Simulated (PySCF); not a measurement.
## isocyanic acid: bond dissociation enthalpies at several levels

Structure: `N=C=O` (CHNO). Non-hydrogen atoms are numbered in `[NH:1]=[C:2]=[O:3]`.

All levels share the PBE0-D3(BJ)/def2-SVP structures and the PBE0-D3(BJ)/def2-SVP thermal terms; only the single-point energies (PySCF) change. Values are bond dissociation enthalpies (298 K, kJ/mol).

```
                           level  N1–H  abs. error   time
                    HF/def2-TZVP   338       126.6  1.1 s
          PBE0-D3(BJ)/def2-SV(P)   439        25.6  1.4 s
        M06-L/def2-TZVP (grid 3)   439        24.9  7.8 s
               PBE0-D3(BJ)/6-31G   440        24.3  1.2 s
              PBE0-D3(BJ)/6-31G*   441        23.9  1.4 s
             PBE0-D3(BJ)/cc-pVDZ   441        23.4  1.4 s
             PBE0-D3(BJ)/6-31+G*   444        20.8  1.6 s
             BHandHLYP/def2-TZVP   445        19.8  2.5 s
           BLYP-D3(BJ)/def2-TZVP   445        19.6  4.8 s
  TPSS-D3(BJ)/def2-TZVP (grid 3)   449        15.7  7.3 s
r2SCAN-D3(BJ)/def2-TZVP (grid 3)   449        15.5  7.7 s
         PBE0-D3(BJ)/aug-cc-pVDZ   449        15.2    2 s
             PBE0-D3(BJ)/pcseg-1   450        14.1  1.3 s
                 HSE06/def2-TZVP   450        14.0  6.3 s
 TPSSh-D3(BJ)/def2-TZVP (grid 3)   450        13.9  5.3 s
                 B97-2/def2-TZVP   451        13.2  2.6 s
         PBE0-D3(BJ)/aug-pcseg-1   452        12.9    2 s
            PBE-D3(BJ)/def2-TZVP   452        12.1  4.6 s
           PBE0-D3(BJ)/def2-TZVP   453        11.8      –
          ωB97X-D3(BJ)/def2-TZVP   453        11.8    3 s
        PBE0-D3(BJ)/ma-def2-TZVP   453        11.2  2.9 s
          B3LYP-D3(BJ)/def2-TZVP   453        11.0  2.4 s
           PBE0-D3(BJ)/6-311+G**   454        10.9    2 s
             PBE0-D3(BJ)/cc-pVTZ   454        10.7  2.6 s
               LC-ωPBE/def2-TZVP   454        10.6  5.8 s
          PBE0-D3(BJ)/def2-TZVPD   454        10.3  3.5 s
          PBE0-D3(BJ)/def2-TZVPP   455         9.2  2.6 s
            PBE0-D3(BJ)/def2-SVP   455         9.1  1.3 s
         PBE0-D3(BJ)/aug-cc-pVTZ   456         8.9  4.8 s
     PBE0-D3(BJ)/jun-cc-pV(T+d)Z   456         8.7  3.7 s
     PBE0-D3(BJ)/6-311++G(2d,2p)   456         8.5  2.3 s
           PBE0-D3(BJ)/def2-QZVP   456         8.5  6.4 s
         PBE0-D3(BJ)/def2-QZVPPD   456         8.3  7.9 s
             PBE0-D3(BJ)/pcseg-2   456         8.1  2.7 s
                  OPBE/def2-TZVP   457         7.8  4.8 s
 ωB97M-D3(BJ)/def2-TZVP (grid 3)   457         7.7  5.5 s
      CAM-B3LYP-D3(BJ)/def2-TZVP   458         6.6  3.3 s
          M06/def2-TZVP (grid 3)   458         6.0    5 s
         PBE0-D3(BJ)/ma-def2-SVP   460         4.4  1.6 s
           BP86-D3(BJ)/def2-TZVP   462         2.8  4.6 s
       M06-2X/def2-TZVP (grid 3)   463         1.0  5.6 s
           PBE0-D3(BJ)/def2-SVPD   464         0.2  1.9 s
                   LDA/def2-TZVP   519        54.9  4.5 s
                      ATcT 1.112   464
```

Times are wall times for all single points of a level on 1 thread of AMD EPYC 7B13, a shared host; the dash marks the run that also made the structures. BLYP, BP86, HSE06, LC-ωPBE, LDA, M06-L, OPBE, PBE, TPSS, r2SCAN ran on a slower path of this set-up, which computes the density-fitting integrals anew in every SCF cycle while the other levels store them. So the times needn't show the usual order of cost, and those levels read slower than they are.

Hartree-Fock leaves out electron correlation, so its bond energies come out too low, often by 100 kJ/mol or more.

The spread: 181 kJ/mol, from 338 to 519.
